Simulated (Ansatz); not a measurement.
# CH₃NSi (SMILES C1=[SiH]N1): functionals against CCSD(T) at one geometry

One table from this session's results is given with a row withheld; the runs are named, their logs left out.

Program: Ansatz 0.2.0, Gaussian basis. Level of theory: single points in def2-TZVPP. These are calculated values, not measurements.

Cores are frozen in the correlated methods.

**Starting geometry**

6 atoms, charge 0, spin multiplicity 1.

Atoms are counted from 1 here; the program's logs count them from 0.

Bond lengths: C1–Si2 1.862 Å, C1–H4 1.154 Å, Si2–N3 1.790 Å, Si2–H5 1.491 Å, N3–H6 1.067 Å. Angles: Si2–C1–H4 108.6°, C1–Si2–N3 56.1°, C1–Si2–H5 173.4°, N3–Si2–H5 124.1°, Si2–N3–H6 126.3°.

As a file:

```xyz
6
charge 0, multiplicity 1
C    -0.6200   -1.0135    0.0604
Si    0.6412    0.0971   -0.7414
N    -0.2235    0.4991    0.7735
H    -1.6295   -0.8732   -0.4804
H     1.7690    0.8972   -1.2988
H     0.1335    0.3379    1.7660
```

The first run:

The input, run/in.yaml:

```yaml
crystal:
  periodic: [false, false, false]
  atoms:
    - {symbol: C, position_ang: [-0.620000, -1.013500, 0.060400]}
    - {symbol: Si, position_ang: [0.641200, 0.097100, -0.741400]}
    - {symbol: N, position_ang: [-0.223500, 0.499100, 0.773500]}
    - {symbol: H, position_ang: [-1.629500, -0.873200, -0.480400]}
    - {symbol: H, position_ang: [1.769000, 0.897200, -1.298800]}
    - {symbol: H, position_ang: [0.133500, 0.337900, 1.766000]}
basis:
  gaussian: {orbitals: def2-TZVPP}
correlation: {method: ccsd_t}
output: {forces: true}
```

No record of the launch command was kept for these runs.

Among the steps run: CCSD(T)/def2-TZVPP; PBE0-D4/def2-TZVPP; wB97M-V/def2-TZVPP; r2SCAN-D4/def2-TZVPP; PBE-D4/def2-TZVPP; B97M-V/def2-TZVPP; LC-wPBE/def2-TZVPP.

One table of the session follows, with a row left open; its other results are not shown here.

```
   method  RMS force component (eV/Å)  angle to CCSD(T) forces (°)  dipole (D)
  CCSD(T)                       1.091                    reference        2.87
  PBE0-D4                           ?                            ?           ?
  wB97M-V                       1.270                         10.1        3.38
r2SCAN-D4                       1.186                          7.5        3.06
   PBE-D4                       1.048                          9.6        2.90
   B97M-V                       1.245                          7.3        2.97
  LC-wPBE                       1.503                         14.1        3.62
```

Q: Estimate the row for PBE0-D4 from the others.

As computed: RMS force component (eV/Å): 1.274; angle to CCSD(T) forces (°): 9.4; dipole (D): 3.20. In the column «RMS force component (eV/Å)» it lies between wB97M-V (1.270) and LC-wPBE (1.503).
